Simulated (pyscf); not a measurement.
HO–Ga=PH + hydrogen (H₂) → HP=GaH + water (H₂O) (four-centre exchange; singlet surface; Ga–O, H–H broken, Ga–H, H–O formed). Single points on ωB97X-D3(BJ)/def2-SVP structures (PySCF, gas phase). Energies in kJ/mol from the separated reactants.

```json
[
 {"level": "r²SCAN/def2-TZVP", "barrier": "97.8", "reaction energy": "+44.2"},
 {"level": "B3LYP-D3(BJ)/def2-TZVP", "barrier": "112.5", "reaction energy": "+40.9"},
 {"level": "PBE0-D3(BJ)/def2-TZVP", "barrier": "98.0", "reaction energy": "+33.8"},
 {"level": "M06-2X/def2-TZVP", "barrier": "113.5", "reaction energy": "+53.6"},
 {"level": "ωB97M-D3(BJ)/def2-TZVP", "barrier": "113.5", "reaction energy": "+36.1"},
 {"level": "HF/def2-TZVP", "barrier": "156.3", "reaction energy": "+27.7"}
]
```

The functionals in the table span 15.7 kJ/mol in this barrier, from r²SCAN to M06-2X. On the product side the descent ends in an adduct with a Ga–O contact, 64.3 kJ/mol under the separated species and 141.5 kJ/mol under the saddle at ωB97X-D3(BJ)/def2-TZVP. What is counted as broken (Ga–O) persists as a longer contact in the product adduct; parting that adduct is a step of its own. At the saddle there is also a short Ga–H contact that neither side keeps. HP=GaH lies 73.7 kJ/mol over its isomer H₂P–Ga [singlet] (electronic energy, ωB97M-D3(BJ)/def2-TZVP). This is the saddle that the search found; another between the same sides may lie lower. Elements up to Kr have no core potential and no relativistic terms here.
